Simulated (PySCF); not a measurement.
C₂H₃FO.
SMILES: `F[C@H]1CO1`

The closed-shell ground state was solved at several levels (PySCF, density fitting, gas phase, non-relativistic). Geometry: PBE0-D3(BJ)/def2-SVP; no solvent, vibrations or thermal averaging.

| level | basis functions | total energy (Eh) | HOMO (eV) | LUMO (eV) | gap (eV) | dipole (D) |
| --- | --- | --- | --- | --- | --- | --- |
| PBE0/pcSseg-1 | 83 | -252.7444 | -8.64 | 1.74 | 10.38 | 2.25 |
| B3LYP/pcJ-1 | 138 | -253.0368 | -8.35 | 1.40 | 9.75 | 2.25 |
| wB97X-D/def2-SVPD | 110 | -252.7817 | -10.75 | 2.50 | 13.25 | 2.28 |

(1) What might KT3/pcSseg-2 (186 basis functions) give for the same quantities?

(2) Over all these levels, which gives the widest orbital gap and which the narrowest?

(3) How far do the dipole and the HOMO energy spread over the levels?

Answers

(1) Total energy -256.5510 Eh, HOMO -7.25 eV, LUMO -0.06 eV, gap 7.19 eV, dipole 2.03 D.

(2) wB97X-D/def2-SVPD (range-separated hybrid) has the widest, 13.25 eV, and KT3/pcSseg-2 (GGA) the narrowest, 7.19 eV. Functional and basis both differ between the two, so the spread mixes both effects.

(3) The dipole runs from 2.03 to 2.28 D (mean 2.21 D) and the HOMO from -10.75 to -7.25 eV.

wB97X-D is run here without its empirical dispersion term; that term would change no orbital, density or response property at a fixed geometry.
